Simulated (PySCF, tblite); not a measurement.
# HF: deprotonation

Wanted: deprotonation for HF (`F`).

Programs: tblite 0.8.0 and PySCF 2.14.0, with routines of our own; each step states its level. All values are computed. Atoms count from 0.

### 1 The system as given

2 atoms, charge 0, multiplicity 1; geometry from: start built from the parent or by distance geometry.

### 2 Geometry optimisation with GFN2-xTB

What the job is given:

```
{"job": {"kind": "relax", "xc": "GFN2-xTB", "basis": "xTB"}, "charge": 0, "multiplicity": 1}
F      0.504000    -0.006100    -0.005300
H     -0.498500     0.008700    -0.023000
```

Command:

```sh
$ OMP_NUM_THREADS=1 python redox_run.py task.json out
```

The driver reads the jobs from task.json and runs them one after another.

What it wrote:

```text
step      E/eV     max force
  0    -142.02207    2.539
  1    -142.12152    0.111
  2    -142.12162    0.041
  3    -142.12164    0.000
```

It took 0.01 s on 1 thread of INTEL XEON PLATINUM 8581C at 2.30GHz, shared host.

The steps of the relaxation:

```tsv
step	energy from step 0 (eV)	largest force (eV/Å)
0	0.0000	2.5387
1	-0.0994	0.1110
2	-0.0995	0.0410
3	-0.0996	0.0000
```

The bond:

```tsv
bond	before (Å)	after (Å)	change (Å)
F0–H1	1.003	0.932	-0.070
```

The end geometry stands in the next job.

### 3 Vibrational analysis with GFN2-xTB

What the job is given:

```
{"job": {"kind": "ir", "xc": "GFN2-xTB", "basis": "xTB"}, "charge": 0, "multiplicity": 1}
F      0.468847    -0.005600    -0.005904
H     -0.463333     0.008136    -0.022394
```

What it wrote:

```text
mode    cm-1     km/mol
  1    3763.5     72.00
ZPE 22.511  H(298)-E 31.187  G(298)-E -20.652 kJ/mol  S 173.87 J/(mol K)
```

It took 0.03 s on 1 thread of INTEL XEON PLATINUM 8581C at 2.30GHz, shared host.

Which atoms move in the most intense modes:

```tsv
cm⁻¹	km/mol	atoms
3764	72.0	H1 95 %
```

### 4 Relaxing the molecule at PBE0-D3(BJ)/ma-def2-SVP

What the job is given:

```
{"job": {"xc": "PBE0", "basis": "ma-def2-SVP", "d3": "d3bj", "grid": 1, "kind": "geom"}, "charge": 0, "multiplicity": 1}
F      0.468847    -0.005600    -0.005904
H     -0.463333     0.008136    -0.022394
```

What it wrote:

```text
step   0  E = -100.27535291  max force = 0.010972
step   1  E = -100.27545747  max force = 0.000423
step   2  E = -100.27545802  max force = 0.000033
optimisation converged
```

Run time: 0.38 s. Hardware: 1 thread of INTEL XEON PLATINUM 8581C at 2.30GHz, shared host.

Along the way:

```tsv
step	energy from step 0 (eV)	largest force component (eV/Å)
0	0.0000	0.5642
1	-0.0028	0.0218
2	-0.0029	0.0017
```

The bond:

```tsv
bond	before (Å)	after (Å)	change (Å)
F0–H1	0.932	0.923	-0.010
```

The end geometry stands in the next job.

```tsv
at the end point	value
point group (found at 0.08 Å tolerance)	Cinfv
rotational constants (GHz, main isotopes)	620.3, 620.3
dipole moment (D)	1.98
```

### 5 Harmonic vibrations (HF): PBE0-D3(BJ)/ma-def2-SVP

What the job is given:

```
{"job": {"xc": "PBE0", "basis": "ma-def2-SVP", "d3": "d3bj", "grid": 2, "kind": "hessian"}, "charge": 0, "multiplicity": 1}
F      0.463919    -0.006656    -0.004659
H     -0.458405     0.009192    -0.023639
```

What it wrote:

```text
coarse grid: 1712 points
cycle   1  E = -100.2346053035  dE = -5.268e-02  |g| = 4.200e-01  |ddm| = 9.765e-01
cycle   2  E = -100.2116536216  dE =  2.295e-02  |g| = 5.855e-01  |ddm| = 5.823e-01
cycle   3  E = -100.2656573581  dE = -5.400e-02  |g| = 2.380e-02  |ddm| = 3.136e-01
cycle   4  E = -100.2657421256  dE = -8.477e-05  |g| = 2.265e-03  |ddm| = 1.259e-02
cycle   5  E = -100.2657428369  dE = -7.113e-07  |g| = 1.983e-04  |ddm| = 1.204e-03
final grid: 16976 points
cycle   6  E = -100.2754810841  dE = -8.789e-06  |g| = 2.667e-03  |ddm| = 6.936e-03
cycle   7  E = -100.2754802042  dE =  8.799e-07  |g| = 3.609e-03  |ddm| = 3.189e-03
cycle   8  E = -100.2754822272  dE = -2.023e-06  |g| = 4.005e-05  |ddm| = 1.793e-03
cycle   9  E = -100.2754822275  dE = -3.054e-10  |g| = 7.769e-06  |ddm| = 3.433e-05
cycle  10  E = -100.2754822275  dE = -1.125e-11  |g| = 1.376e-06  |ddm| = 5.806e-06
converged SCF energy = -100.2754822275

mode    cm-1
  1    4127.0
ZPE 24.685  H(298)-E 33.362  G(298)-E -18.425 kJ/mol  S 173.69 J/(mol K)
```

Wall time 0.59 s (1 thread of INTEL XEON PLATINUM 8581C at 2.30GHz, shared host).

Zero-point energy 24.68 kJ/mol (xTB gave 22.51).

### 6 Single point (HF): M06-2X/ma-def2-TZVP

Geometry: PBE0-D3(BJ)/ma-def2-SVP.

What the job is given:

```
{"job": {"kind": "sp", "xc": "M06-2X", "basis": "ma-def2-TZVP", "grid": 3}, "charge": 0, "multiplicity": 1}
F      0.463919    -0.006656    -0.004659
H     -0.458405     0.009192    -0.023639
```

What it wrote:

```text
coarse grid: 7776 points
cycle   1  E = -100.4197661622  dE = -8.079e-02  |g| = 4.385e-01  |ddm| = 6.427e-01
cycle   2  E = -100.4200338365  dE = -2.677e-04  |g| = 4.919e-01  |ddm| = 3.886e-01
cycle   3  E = -100.4521620832  dE = -3.213e-02  |g| = 2.396e-02  |ddm| = 1.727e-01
cycle   4  E = -100.4522381910  dE = -7.611e-05  |g| = 3.949e-03  |ddm| = 9.388e-03
cycle   5  E = -100.4522414014  dE = -3.210e-06  |g| = 4.471e-04  |ddm| = 3.250e-03
final grid: 24072 points
cycle   6  E = -100.4524180425  dE = -7.208e-07  |g| = 1.397e-03  |ddm| = 1.706e-03
cycle   7  E = -100.4524180170  dE =  2.548e-08  |g| = 1.498e-03  |ddm| = 9.896e-04
cycle   8  E = -100.4524183016  dE = -2.845e-07  |g| = 4.333e-05  |ddm| = 5.021e-04
cycle   9  E = -100.4524183024  dE = -8.378e-10  |g| = 6.800e-06  |ddm| = 4.975e-05
converged SCF energy = -100.4524183024
```

It took 0.27 s on 1 thread of INTEL XEON PLATINUM 8581C at 2.30GHz, shared host.

### 7 Single point (F−): M06-2X/ma-def2-TZVP

Geometry: atom.

What the job is given:

```
{"job": {"kind": "sp", "xc": "M06-2X", "basis": "ma-def2-TZVP", "grid": 3}, "charge": -1, "multiplicity": 1}
F      0.000000     0.000000     0.000000
```

What it wrote:

```text
coarse grid: 5304 points
cycle   1  E = -99.7304962330  dE = -1.692e-01  |g| = 7.892e-01  |ddm| = 3.249e-01
cycle   2  E = -99.4068775067  dE =  3.236e-01  |g| = 1.645e+00  |ddm| = 1.160e+00
cycle   3  E = -99.8541554749  dE = -4.473e-01  |g| = 2.429e-02  |ddm| = 7.868e-01
cycle   4  E = -99.8542831163  dE = -1.276e-04  |g| = 1.437e-02  |ddm| = 2.871e-02
cycle   5  E = -99.8543140529  dE = -3.094e-05  |g| = 1.469e-03  |ddm| = 6.849e-03
cycle   6  E = -99.8543143293  dE = -2.764e-07  |g| = 7.183e-05  |ddm| = 9.365e-04
final grid: 14264 points
cycle   7  E = -99.8543389144  dE =  1.261e-07  |g| = 2.530e-03  |ddm| = 1.902e-03
cycle   8  E = -99.8543379218  dE =  9.926e-07  |g| = 3.624e-03  |ddm| = 2.191e-03
cycle   9  E = -99.8543397825  dE = -1.861e-06  |g| = 4.583e-05  |ddm| = 1.327e-03
cycle  10  E = -99.8543397828  dE = -3.490e-10  |g| = 3.662e-06  |ddm| = 2.047e-05
converged SCF energy = -99.8543397828
```

It took 0.15 s on 1 thread of INTEL XEON PLATINUM 8581C at 2.30GHz, shared host.

### 8 Deprotonation: M06-2X/ma-def2-TZVP

This step combines the energies above: geometries from PBE0-D3(BJ)/ma-def2-SVP, zero-point and thermal terms from PBE0-D3(BJ)/ma-def2-SVP.

What the job is given:

```
{"job": {"kind": "ac", "geom": {"xc": "PBE0", "basis": "ma-def2-SVP", "d3": "d3bj", "grid": 1}, "hess": 1, "level": {"xc": "M06-2X", "basis": "ma-def2-TZVP", "grid": 3}}, "charge": 0, "multiplicity": 1}
F      0.463919    -0.006656    -0.004659
H     -0.458405     0.009192    -0.023639
```

Output (the driver's rows laid out field by field):

```text
deprotonation site by site, M06-2X/ma-def2-TZVP // PBE0-D3(BJ)/ma-def2-SVP

row 1
  formula                 F
  charge                  -1
  multiplicity            1
  smiles                  [F-]
  kept                    yes
  pieces                  1
  atom                    0
  element                 F
  electronic              1570.25
  enthalpy                1549.29
  free_energy             1525.19
  share_gas               1.0
```

Run time: 1.6 s. Hardware: 1 thread of INTEL XEON PLATINUM 8581C at 2.30GHz, shared host.

Energy needed to remove a proton (kJ/mol, gas phase, 298 K for the thermal columns):

```tsv
site	product	electronic	enthalpy	free energy
F0	[F-]	1570.2	1549.3	1525.2
```

### 9 Single point (HF): wavefunction

Geometry: PBE0-D3(BJ)/ma-def2-SVP.

What the job is given:

```
{"job": {"kind": "sp", "xc": "CCSD(T)", "basis": "aug-cc-pVTZ", "grid": 2}, "charge": 0, "multiplicity": 1}
F      0.463919    -0.006656    -0.004659
H     -0.458405     0.009192    -0.023639
```

Method: wavefunction single point, frozen core, gas phase.

What it wrote:

```text
final grid: 16976 points
cycle   1  E = -100.0332643741  dE = -1.686e-01  |g| = 4.004e-01  |ddm| = 1.978e+00
cycle   2  E = -100.0539610919  dE = -2.070e-02  |g| = 2.361e-01  |ddm| = 6.584e-01
cycle   3  E = -100.0606544533  dE = -6.693e-03  |g| = 2.348e-02  |ddm| = 2.194e-01
cycle   4  E = -100.0607686569  dE = -1.142e-04  |g| = 6.267e-03  |ddm| = 2.915e-02
cycle   5  E = -100.0607844749  dE = -1.582e-05  |g| = 1.515e-03  |ddm| = 1.201e-02
cycle   6  E = -100.0607858289  dE = -1.354e-06  |g| = 2.390e-04  |ddm| = 4.255e-03
cycle   7  E = -100.0607858657  dE = -3.678e-08  |g| = 2.127e-05  |ddm| = 8.299e-04
cycle   8  E = -100.0607858659  dE = -2.208e-10  |g| = 2.375e-06  |ddm| = 4.878e-05
converged SCF energy = -100.0607858659
E(HF, exact integrals) = -100.0607886199
E(MP2) = -100.3408900243
E(CCSD) = -100.3420233546
E(CCSD(T)) = -100.3495736798
T1 diagnostic = 0.0102
```

Run time: 1.1 s. Hardware: 1 thread of INTEL XEON PLATINUM 8581C at 2.30GHz, shared host.

### 10 Single point (F−): wavefunction

Geometry: atom.

What the job is given:

```
{"job": {"kind": "sp", "xc": "CCSD(T)", "basis": "aug-cc-pVTZ", "grid": 2}, "charge": -1, "multiplicity": 1}
F      0.000000     0.000000     0.000000
```

With the program's defaults for keys left out, this is: wavefunction single point, frozen core, gas phase.

What it wrote:

```text
final grid: 11608 points
cycle   1  E = -99.3550202149  dE = -3.012e-01  |g| = 7.108e-01  |ddm| = 4.305e-01
cycle   2  E = -99.3870143101  dE = -3.199e-02  |g| = 6.851e-01  |ddm| = 1.184e+00
cycle   3  E = -99.4507233523  dE = -6.371e-02  |g| = 2.691e-02  |ddm| = 5.264e-01
cycle   4  E = -99.4507942677  dE = -7.092e-05  |g| = 6.384e-03  |ddm| = 2.470e-02
cycle   5  E = -99.4507998036  dE = -5.536e-06  |g| = 5.254e-04  |ddm| = 6.456e-03
cycle   6  E = -99.4507998830  dE = -7.943e-08  |g| = 6.349e-05  |ddm| = 1.107e-03
cycle   7  E = -99.4507998838  dE = -7.741e-10  |g| = 5.742e-06  |ddm| = 9.425e-05
converged SCF energy = -99.4507998838
E(HF, exact integrals) = -99.4508070223
E(MP2) = -99.7458785192
E(CCSD) = -99.7393012162
E(CCSD(T)) = -99.7495376184
T1 diagnostic = 0.0206
```

Run time: 0.31 s. Hardware: 1 thread of INTEL XEON PLATINUM 8581C at 2.30GHz, shared host.

### 11 Deprotonation: CCSD(T)/aug-cc-pVTZ

This step combines the energies above: geometries from PBE0-D3(BJ)/ma-def2-SVP, zero-point and thermal terms from PBE0-D3(BJ)/ma-def2-SVP.

What the job is given:

```
{"job": {"kind": "ac", "geom": {"xc": "PBE0", "basis": "ma-def2-SVP", "d3": "d3bj", "grid": 1}, "hess": 1, "level": {"xc": "CCSD(T)", "basis": "aug-cc-pVTZ"}}, "charge": 0, "multiplicity": 1}
F      0.463919    -0.006656    -0.004659
H     -0.458405     0.009192    -0.023639
```

Output (the driver's rows laid out field by field):

```text
deprotonation site by site, CCSD(T)/aug-cc-pVTZ // PBE0-D3(BJ)/ma-def2-SVP

row 1
  formula                 F
  charge                  -1
  multiplicity            1
  smiles                  [F-]
  kept                    yes
  pieces                  1
  atom                    0
  element                 F
  electronic              1575.39
  enthalpy                1554.43
  free_energy             1530.33
  share_gas               1.0
```

It took 1.5 s on 1 thread of INTEL XEON PLATINUM 8581C at 2.30GHz, shared host.

Energy needed to remove a proton (kJ/mol, gas phase, 298 K for the thermal columns):

```tsv
site	product	electronic	enthalpy	free energy
F0	[F-]	1575.4	1554.4	1530.3
```

### 12 Single point (HF): wavefunction

Geometry: PBE0-D3(BJ)/ma-def2-SVP.

What the job is given:

```
{"job": {"kind": "sp", "xc": "MP2", "basis": "aug-cc-pVTZ", "grid": 2}, "charge": 0, "multiplicity": 1}
F      0.463919    -0.006656    -0.004659
H     -0.458405     0.009192    -0.023639
```

Method: wavefunction single point, frozen core, gas phase.

What it wrote:

```text
final grid: 16976 points
cycle   1  E = -100.0332643741  dE = -1.686e-01  |g| = 4.004e-01  |ddm| = 1.978e+00
cycle   2  E = -100.0539610919  dE = -2.070e-02  |g| = 2.361e-01  |ddm| = 6.584e-01
cycle   3  E = -100.0606544533  dE = -6.693e-03  |g| = 2.348e-02  |ddm| = 2.194e-01
cycle   4  E = -100.0607686569  dE = -1.142e-04  |g| = 6.267e-03  |ddm| = 2.915e-02
cycle   5  E = -100.0607844749  dE = -1.582e-05  |g| = 1.515e-03  |ddm| = 1.201e-02
cycle   6  E = -100.0607858289  dE = -1.354e-06  |g| = 2.390e-04  |ddm| = 4.255e-03
cycle   7  E = -100.0607858657  dE = -3.678e-08  |g| = 2.127e-05  |ddm| = 8.299e-04
cycle   8  E = -100.0607858659  dE = -2.208e-10  |g| = 2.375e-06  |ddm| = 4.878e-05
converged SCF energy = -100.0607858659
E(HF, exact integrals) = -100.0607886199
E(MP2) = -100.3408901247
```

Run time: 0.19 s. Hardware: 1 thread of INTEL XEON PLATINUM 8581C at 2.30GHz, shared host.

### 13 Single point (F−): wavefunction

Geometry: atom.

What the job is given:

```
{"job": {"kind": "sp", "xc": "MP2", "basis": "aug-cc-pVTZ", "grid": 2}, "charge": -1, "multiplicity": 1}
F      0.000000     0.000000     0.000000
```

Level: wavefunction single point, frozen core, gas phase.

What it wrote:

```text
final grid: 11608 points
cycle   1  E = -99.3550202149  dE = -3.012e-01  |g| = 7.108e-01  |ddm| = 4.305e-01
cycle   2  E = -99.3870143101  dE = -3.199e-02  |g| = 6.851e-01  |ddm| = 1.184e+00
cycle   3  E = -99.4507233523  dE = -6.371e-02  |g| = 2.691e-02  |ddm| = 5.264e-01
cycle   4  E = -99.4507942677  dE = -7.092e-05  |g| = 6.384e-03  |ddm| = 2.470e-02
cycle   5  E = -99.4507998036  dE = -5.536e-06  |g| = 5.254e-04  |ddm| = 6.456e-03
cycle   6  E = -99.4507998830  dE = -7.943e-08  |g| = 6.349e-05  |ddm| = 1.107e-03
cycle   7  E = -99.4507998838  dE = -7.741e-10  |g| = 5.742e-06  |ddm| = 9.425e-05
converged SCF energy = -99.4507998838
E(HF, exact integrals) = -99.4508070223
E(MP2) = -99.7458782372
```

Wall time 0.07 s (1 thread of INTEL XEON PLATINUM 8581C at 2.30GHz, shared host).

### 14 Deprotonation: MP2/aug-cc-pVTZ

This step combines the energies above: geometries from PBE0-D3(BJ)/ma-def2-SVP, zero-point and thermal terms from PBE0-D3(BJ)/ma-def2-SVP.

What the job is given:

```
{"job": {"kind": "ac", "geom": {"xc": "PBE0", "basis": "ma-def2-SVP", "d3": "d3bj", "grid": 1}, "hess": 1, "level": {"xc": "MP2", "basis": "aug-cc-pVTZ"}}, "charge": 0, "multiplicity": 1}
F      0.463919    -0.006656    -0.004659
H     -0.458405     0.009192    -0.023639
```

Output (the driver's rows laid out field by field):

```text
deprotonation site by site, MP2/aug-cc-pVTZ // PBE0-D3(BJ)/ma-def2-SVP

row 1
  formula                 F
  charge                  -1
  multiplicity            1
  smiles                  [F-]
  kept                    yes
  pieces                  1
  atom                    0
  element                 F
  electronic              1562.2
  enthalpy                1541.24
  free_energy             1517.14
  share_gas               1.0
```

Run time: 0.32 s. Hardware: 1 thread of INTEL XEON PLATINUM 8581C at 2.30GHz, shared host.

Energy needed to remove a proton (kJ/mol, gas phase, 298 K for the thermal columns):

```tsv
site	product	electronic	enthalpy	free energy
F0	[F-]	1562.2	1541.2	1517.1
```

### 15 Single point (HF): HF/aug-cc-pVTZ

Geometry: PBE0-D3(BJ)/ma-def2-SVP.

What the job is given:

```
{"job": {"kind": "sp", "xc": "HF", "basis": "aug-cc-pVTZ", "grid": 2}, "charge": 0, "multiplicity": 1}
F      0.463919    -0.006656    -0.004659
H     -0.458405     0.009192    -0.023639
```

What it wrote:

```text
final grid: 16976 points
cycle   1  E = -100.0332643741  dE = -1.686e-01  |g| = 4.004e-01  |ddm| = 1.978e+00
cycle   2  E = -100.0539610919  dE = -2.070e-02  |g| = 2.361e-01  |ddm| = 6.584e-01
cycle   3  E = -100.0606544533  dE = -6.693e-03  |g| = 2.348e-02  |ddm| = 2.194e-01
cycle   4  E = -100.0607686569  dE = -1.142e-04  |g| = 6.267e-03  |ddm| = 2.915e-02
cycle   5  E = -100.0607844749  dE = -1.582e-05  |g| = 1.515e-03  |ddm| = 1.201e-02
cycle   6  E = -100.0607858289  dE = -1.354e-06  |g| = 2.390e-04  |ddm| = 4.255e-03
cycle   7  E = -100.0607858657  dE = -3.678e-08  |g| = 2.127e-05  |ddm| = 8.299e-04
cycle   8  E = -100.0607858659  dE = -2.208e-10  |g| = 2.375e-06  |ddm| = 4.878e-05
converged SCF energy = -100.0607858659
```

Run time: 0.06 s. Hardware: 1 thread of INTEL XEON PLATINUM 8581C at 2.30GHz, shared host.

### 16 Single point (F−): HF/aug-cc-pVTZ

Geometry: atom.

What the job is given:

```
{"job": {"kind": "sp", "xc": "HF", "basis": "aug-cc-pVTZ", "grid": 2}, "charge": -1, "multiplicity": 1}
F      0.000000     0.000000     0.000000
```

What it wrote:

```text
final grid: 11608 points
cycle   1  E = -99.3550202149  dE = -3.012e-01  |g| = 7.108e-01  |ddm| = 4.305e-01
cycle   2  E = -99.3870143101  dE = -3.199e-02  |g| = 6.851e-01  |ddm| = 1.184e+00
cycle   3  E = -99.4507233523  dE = -6.371e-02  |g| = 2.691e-02  |ddm| = 5.264e-01
cycle   4  E = -99.4507942677  dE = -7.092e-05  |g| = 6.384e-03  |ddm| = 2.470e-02
cycle   5  E = -99.4507998036  dE = -5.536e-06  |g| = 5.254e-04  |ddm| = 6.456e-03
cycle   6  E = -99.4507998830  dE = -7.943e-08  |g| = 6.349e-05  |ddm| = 1.107e-03
cycle   7  E = -99.4507998838  dE = -7.741e-10  |g| = 5.742e-06  |ddm| = 9.425e-05
converged SCF energy = -99.4507998838
```

Wall time 0.03 s (1 thread of INTEL XEON PLATINUM 8581C at 2.30GHz, shared host).

### 17 Deprotonation: HF/aug-cc-pVTZ

This step combines the energies above: geometries from PBE0-D3(BJ)/ma-def2-SVP, zero-point and thermal terms from PBE0-D3(BJ)/ma-def2-SVP.

What the job is given:

```
{"job": {"kind": "ac", "geom": {"xc": "PBE0", "basis": "ma-def2-SVP", "d3": "d3bj", "grid": 1}, "hess": 1, "level": {"xc": "HF", "basis": "aug-cc-pVTZ"}}, "charge": 0, "multiplicity": 1}
F      0.463919    -0.006656    -0.004659
H     -0.458405     0.009192    -0.023639
```

Output (the driver's rows laid out field by field):

```text
deprotonation site by site, HF/aug-cc-pVTZ // PBE0-D3(BJ)/ma-def2-SVP

row 1
  formula                 F
  charge                  -1
  multiplicity            1
  smiles                  [F-]
  kept                    yes
  pieces                  1
  atom                    0
  element                 F
  electronic              1601.52
  enthalpy                1580.55
  free_energy             1556.45
  share_gas               1.0
```

Wall time 0.13 s (1 thread of INTEL XEON PLATINUM 8581C at 2.30GHz, shared host).

Energy needed to remove a proton (kJ/mol, gas phase, 298 K for the thermal columns):

```tsv
site	product	electronic	enthalpy	free energy
F0	[F-]	1601.5	1580.5	1556.5
```

### 18 Summary of results

```
                                     quantity                 value
    strongest single infrared mode (GFN2-xTB)  3764 cm⁻¹, 72 km/mol
                 zero-point energy (GFN2-xTB)          5.4 kcal/mol
                                  point group                 Cinfv
         rotational constants (main isotopes)    620.30, 620.30 GHz
ΔH of deprotonation, F0 (M06-2X/ma-def2-TZVP)         1549.3 kJ/mol
ΔH of deprotonation, F0 (CCSD(T)/aug-cc-pVTZ)         1554.4 kJ/mol
    ΔH of deprotonation, F0 (MP2/aug-cc-pVTZ)         1541.2 kJ/mol
     ΔH of deprotonation, F0 (HF/aug-cc-pVTZ)         1580.5 kJ/mol
```

What this shows: The one mode is real. Unscaled tight-binding wavenumbers are off by several per cent, some by more. Its intensities can rank the bands wrongly. Relaxing lowered the energy by 0.003 eV in 2 steps; the close pair that moved most is F0–H1, from 0.932 to 0.923 Å (PBE0/ma-def2-SVP). The ΔH of deprotonation at F0 is 1549.3 kJ/mol at M06-2X/ma-def2-TZVP; zero-point and thermal terms move it by -20.9 kJ/mol from the electronic value.
